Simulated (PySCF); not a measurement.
SiH3PH2, H5PSi.
SMILES with atom numbers: `[SiH3:1][PH2:2]` (hydrogens: H3, H4, H5 on Si1; H6, H7 on P2)

The same species was optimised twice, with GFN2-xTB and with PBE0-D3(BJ)/def2-SVP (PySCF), and the same property calculations (PySCF, gas phase) were run on both structures.

```
   coordinate  GFN2-xTB  PBE0-D3(BJ)/def2-SVP  change
    P2–H7 (Å)     1.383                 1.429  +0.046
    P2–H6 (Å)     1.383                 1.429  +0.046
   Si1–H5 (Å)     1.462                 1.494  +0.032
   Si1–H3 (Å)     1.462                 1.494  +0.032
   Si1–P2 (Å)     2.235                 2.266  +0.031
   Si1–H4 (Å)     1.465                 1.495  +0.030
Si1–P2–H6 (°)      95.8                  93.8    -2.0
H3–Si1–H5 (°)     111.0                 109.0    -2.0
Si1–P2–H7 (°)      95.6                  93.7    -1.9
P2–Si1–H5 (°)     106.6                 108.0    +1.4
P2–Si1–H3 (°)     106.9                 108.0    +1.1
 H6–P2–H7 (°)      92.5                  93.5    +1.0
H4–Si1–H5 (°)     109.5                 108.9    -0.6
P2–Si1–H4 (°)     113.3                 113.9    +0.6
```

Rotational constants: A = 53339, B = 5673, C = 5648 MHz (GFN2-xTB) against A = 50904, B = 5512, C = 5488 MHz (PBE0-D3(BJ)/def2-SVP). Point groups within 0.08 Å: Cs and Cs.

On the GFN2-xTB structure: HOMO (eV) -7.53 [PBE0/pcSseg-1]; LUMO (eV) 0.46 [PBE0/pcSseg-1]; dipole (D) 1.07 [PBE0/pcSseg-1]; GIAO shielding of Si1 (ppm) 435.1 [PBE0/pcSseg-1]; GIAO shielding of P2 (ppm) 631.4 [PBE0/pcSseg-1].

What do these properties become on the PBE0-D3(BJ)/def2-SVP structure?

```csv
property,level,on GFN2-xTB,on PBE0-D3(BJ)/def2-SVP,change
HOMO (eV),PBE0/pcSseg-1,-7.53,-7.66,-0.13
LUMO (eV),PBE0/pcSseg-1,0.46,0.36,-0.10
dipole (D),PBE0/pcSseg-1,1.07,0.98,-0.09
"energy, GFN2-xTB geometry as zero (kcal/mol)",PBE0/pcSseg-1,0.0,-1.6,-1.6
GIAO shielding of Si1 (ppm),PBE0/pcSseg-1,435.1,428.1,-7.0
GIAO shielding of P2 (ppm),PBE0/pcSseg-1,631.4,609.4,-22.0
```

The heavy atoms differ by 0.015 Å rms after alignment. Among all bonds P2–H6 and P2–H7 change most and about equally (+0.046 Å). Changes are differences of the printed values. Neither structure is proved a minimum here.
